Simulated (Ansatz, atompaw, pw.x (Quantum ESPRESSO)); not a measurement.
**Equation-of-state test of one PAW (atompaw) potential (W (Z = 74))**

| Item | Value |
| --- | --- |
| Element | tungsten (W) |
| Generator | atompaw 4.2.0.5 |
| Type | PAW |
| Functional | PBEsol |
| Relativity | scalar-relativistic |
| Frozen core | [Kr] 4d10 4f14 |
| Valence charge | 14 |
| Reference configuration | 5s2 5p6 5d4 6s2 6p0 |
| Partial waves | 5s (bound): rc 1.90 bohr; 6s (bound): rc 2.05 bohr; 5p (bound): rc 1.70 bohr; 6p (bound, empty): rc 2.05 bohr; 5d (bound): rc 2.05 bohr; 5d channel at 2.65 Ry: rc 2.05 bohr |
| Local potential | bessel scheme, radius 1.90 bohr |
| Core correction | smooth core density matched at 1.35 bohr |
| Augmentation charge | sinc compensation charge, radius 1.95 bohr; PAW radius 2.05 bohr; waves and projectors: custom polynom vanderbiltortho |

Atomic tests: cutoffs needed: 35 Ry and 45 Ry (the cutoffs (Ry, on a coarse ladder) from which the occupation-weighted sum of valence levels, in a spherical-Bessel basis at the reference potential, stays within 10 and 1 mRy of its value at 400 Ry); ghost test: no extra level below or beside the all-electron valence levels (s, p, d, f tested) (spherical-Bessel basis up to 400 Ry, 20 bohr box); lowest eigenvalue of the overlap operator: 0.69 (p channel).

Crystal test: diamond W in pw.x 7.5, no spin, 8³ k-points, Fermi–Dirac smearing 0.01 Ry, cutoffs 55/550 Ry. The lattice is a test structure that the element need not adopt, and mesh and smearing are coarse.

pw.x input:

```
&control
  calculation='scf', prefix='x', pseudo_dir='./', outdir='./tmp', tstress=.true., disk_io='low'
/
&system
  ibrav=0, nat=2, ntyp=1, ecutwfc=55, ecutrho=550, nbnd=23,
  occupations='smearing', smearing='fd', degauss=0.01
/
&electrons
  conv_thr=1e-09, mixing_beta=0.4, electron_maxstep=70
/
ATOMIC_SPECIES
W 1.0 W.UPF
CELL_PARAMETERS angstrom
  0.00000000 2.88108980 2.88108980
  2.88108980 0.00000000 2.88108980
  2.88108980 2.88108980 0.00000000
ATOMIC_POSITIONS crystal
W 0.0000 0.0000 0.0000
W 0.2500 0.2500 0.2500
K_POINTS automatic
8 8 8 0 0 0
```

```bash
pw.x < W.scf.in > W.scf.out
```

How does the run end?

It converges; the pressure is -0.27 GPa against -0.12 GPa from all-electron LAPW.  The log shows:

```
Message from routine setup:
     using ibrav=0 with symmetry is DISCOURAGED, use correct ibrav instead
     lattice parameter (alat)  =       7.6996  a.u.
     unit-cell volume          =     322.7728 (a.u.)^3
     number of electrons       =        28.00
     number of Kohn-Sham states=           23
     kinetic-energy cutoff     =      55.0000  Ry
     charge density cutoff     =     550.0000  Ry
     scf convergence threshold =      1.0E-09
     Exchange-correlation= SLA PW PSX PSC
     number of k points=    29  Fermi-Dirac smearing, width (Ry)=  0.0100
     iteration #  1     ecut=    55.00 Ry     beta= 0.40
     total energy              =   -1501.22680965 Ry
     estimated scf accuracy    <       0.06058076 Ry
     iteration #  2     ecut=    55.00 Ry     beta= 0.40
     total energy              =   -1501.22453232 Ry
     estimated scf accuracy    <       0.01339863 Ry
     iteration #  3     ecut=    55.00 Ry     beta= 0.40
     total energy              =   -1501.22511634 Ry
     estimated scf accuracy    <       0.00061901 Ry
     iteration #  4     ecut=    55.00 Ry     beta= 0.40
     total energy              =   -1501.22516346 Ry
     estimated scf accuracy    <       0.00002598 Ry
     iteration #  5     ecut=    55.00 Ry     beta= 0.40
     total energy              =   -1501.22516505 Ry
     estimated scf accuracy    <       0.00000048 Ry
     iteration #  6     ecut=    55.00 Ry     beta= 0.40
     total energy              =   -1501.22516511 Ry
     estimated scf accuracy    <       0.00000004 Ry
     iteration #  7     ecut=    55.00 Ry     beta= 0.40
     total energy              =   -1501.22516511 Ry
     estimated scf accuracy    <          2.1E-09 Ry
     iteration #  8     ecut=    55.00 Ry     beta= 0.40
     the Fermi energy is    12.5280 ev
!    total energy              =   -1501.22516511 Ry
     estimated scf accuracy    <          1.5E-10 Ry
     smearing contrib. (-TS)   =      -0.01247173 Ry
     convergence has been achieved in   8 iterations
          total   stress  (Ry/bohr**3)                   (kbar)     P=       -2.65
```
